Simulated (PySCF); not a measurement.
Molecule: SMILES Clc1c[nH]cn1, C3H3ClN2.

Geometry (Å), atoms numbered from 1 in this order:
```xyz
9

Cl    2.8191   -0.2578    0.3162
C     1.1293   -0.1997    0.1436
C     0.3584    0.8955   -0.1441
N    -0.9245    0.4236   -0.1736
C    -0.8658   -0.9013    0.0911
N     0.3580   -1.3048    0.2863
H     0.6145    1.9176   -0.3199
H    -1.7494    0.9705   -0.3584
H    -1.7260   -1.5376    0.1336
```

Frames of a GFN2-xTB Langevin trajectory at 200 K; GIAO PBE0/pcSseg-1 shieldings in PySCF, gas phase, non-relativistic; equivalent atoms averaged within each frame.

Scale: HCl for $^{35}$Cl (σref 949.78); TMS for $^{13}$C (σref 186.93), $^{1}$H (σref 31.72); $^{15}$N (σref 267.73) vs NH3 (reference shieldings calculated alike). The references are static minima.

Problem. How do the shifts (ppm) fluctuate along the trajectory?

Solution. 
| time (fs) | Cl1 | C2 | C5 | C3 | N6 | N4 | H8 | H9 | H7 |
| --- | --- | --- | --- | --- | --- | --- | --- | --- | --- |
| optimised geometry | 163 | 142.7 | 134.4 | 116.0 | 305.1 | 178.7 | 8.34 | 7.23 | 6.83 |
| 250 | 171 | 142.6 | 139.6 | 111.8 | 306.9 | 179.2 | 8.41 | 7.38 | 7.15 |
| 425 | 175 | 147.5 | 138.0 | 122.3 | 321.9 | 179.8 | 7.49 | 7.48 | 7.14 |
| 625 | 179 | 140.4 | 128.3 | 117.5 | 302.9 | 181.2 | 8.47 | 7.15 | 6.64 |
| 800 | 147 | 146.0 | 134.0 | 119.6 | 314.2 | 175.7 | 8.11 | 7.43 | 7.40 |
| 1000 | 191 | 144.9 | 137.3 | 111.8 | 306.8 | 173.2 | 7.97 | 7.47 | 6.68 |
| mean of frames | 172 | 144.3 | 135.4 | 116.6 | 310.5 | 177.8 | 8.09 | 7.38 | 7.00 |
| standard deviation | 16 | 2.8 | 4.5 | 4.7 | 7.6 | 3.3 | 0.39 | 0.14 | 0.33 |

5 frames give an uncertainty of the mean of about the standard deviation over 2.2 at best, since frames this close in time may not be independent; classical motion lacks zero-point vibration, and the reference would need the same averaging.
